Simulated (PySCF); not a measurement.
# CHS (thioformyl radical) at UMP2/x2c-TZVPPall (sfX2C)

Aim: the vertical ionisation energy of CHS (thioformyl radical) at UMP2/x2c-TZVPPall (sfX2C), from 2 runs. 

The results are computed with PySCF 2.14.0.

## Step 1: The molecule

CHS: 3 atoms, total charge 0, spin state doublet. SMILES: `[CH]=S`. The shape is that of a GFN2-xTB optimisation.

Bond lengths: C1–S2 1.564 Å, C1–H3 1.076 Å. Angles: S2–C1–H3 129.0°.

## Step 2: A single-point energy at UMP2/x2c-TZVPPall (sfX2C)

input.py

```python
from pyscf import gto, scf, mp

mol = gto.Mole()
mol.atom = '''
C     -0.307137     0.697838    -0.086738
S      2.137696    -0.440911     1.123367
H     -1.830559    -0.256927    -1.036628
'''
mol.max_memory = 1860
mol.charge = 0
mol.spin = 1
mol.basis = 'x2c-tzvppall'
mol.verbose = 3
mol.unit = 'bohr'
mol.build()

myscf = scf.UHF(mol)
myscf = myscf.x2c()
myscf.conv_tol = 1e-10
myscf.kernel()
if not myscf.converged:
    myscf = myscf.newton().run(myscf.mo_coeff, myscf.mo_occ)

pt = mp.MP2(myscf, frozen=6).run()
e_final = pt.e_tot
print('E = %.10f Eh' % e_final)
```

Command:

```console
$ OMP_NUM_THREADS=1 python input.py
```

The program printed:

```text
converged SCF energy = -437.02640034011  <S^2> = 1.0198749  2S+1 = 2.2537745
E(UMP2) = -437.315092546718  E_corr = -0.288692206607844
E(SCS-UMP2) = -437.310963222333  E_corr = -0.284562882222995
E = -437.3150925467 Eh
```

Wall time 4.5 s (1 thread of Intel Xeon Platinum 8375C at 2.90GHz (Ice Lake), shared host); peak memory 0.19 GiB.

## Step 3: The singlet cation

job.py

```python
from pyscf import gto, scf, mp

system = gto.Mole()
system.atom = '''
C     -0.307137     0.697838    -0.086738
S      2.137696    -0.440911     1.123367
H     -1.830559    -0.256927    -1.036628
'''
system.max_memory = 1860
system.verbose = 3
system.charge = 1
system.unit = 'bohr'
system.basis = 'x2c-tzvppall'
system.build()

mf = scf.RHF(system)
mf = mf.sfx2c1e()
mf.conv_tol = 1e-10
mf.kernel()
if not mf.converged:
    mf = mf.newton().run(mf.mo_coeff, mf.mo_occ)

pt = mp.MP2(mf, frozen=6).run()
etot = pt.e_tot
print(f'total energy: {etot:.8f} hartree')
```

Command:

```console
$ OMP_NUM_THREADS=1 python job.py
```

The program printed:

```text
converged SCF energy = -436.705061636051
E(RMP2) = -437.031467166953  E_corr = -0.326405530901127
E(SCS-RMP2) = -437.029227345964  E_corr = -0.324165709912875
total energy: -437.03146717 hartree
```

It took 2 s on 1 thread of Intel Xeon Platinum 8375C at 2.90GHz (Ice Lake), shared host; peak memory 0.19 GiB.

## Step 4: Outcome

At UMP2/x2c-TZVPPall (sfX2C), 6 core orbitals frozen:

| quantity | value |
| --- | --- |
| doublet CHS: total energy | -437.31509 Eh |
| doublet CHS: dipole moment (Hartree–Fock density) | 1.18 D |
| doublet CHS: HOMO energy (Hartree–Fock orbitals) (highest over α and β) | -9.24 eV |
| doublet CHS: LUMO energy (Hartree–Fock orbitals) (lowest over α and β) | 1.24 eV |
| doublet CHS: correlation energy (6 core orbitals frozen) | -288.7 mEh |
| doublet CHS: ⟨S²⟩ of the reference determinant | 1.020 |
| singlet cation: total energy | -437.03147 Eh |
| singlet cation: HOMO energy (Hartree–Fock orbitals) | -20.00 eV |
| singlet cation: LUMO energy (Hartree–Fock orbitals) | -7.65 eV |
| singlet cation: HOMO–LUMO gap (Hartree–Fock orbitals) | 12.35 eV |
| singlet cation: correlation energy (6 core orbitals frozen) | -326.4 mEh |
| vertical ionisation energy (to the singlet cation) | 7.718 eV |

**Reading.** Removing an electron at fixed nuclei costs 7.72 eV (178 kcal/mol). Only the singlet of the ionised species was computed; a triplet could lie lower. ⟨S²⟩ (doublet CHS) is 1.02 where a pure doublet has 0.75: the reference is spin-contaminated. Mulliken charges (doublet CHS) of the mean-field density run from -0.07 on C1 to +0.10 on H3. Mulliken charges (singlet cation) of the mean-field density run from +0.22 on C1 to +0.54 on S2; they depend strongly on the basis.
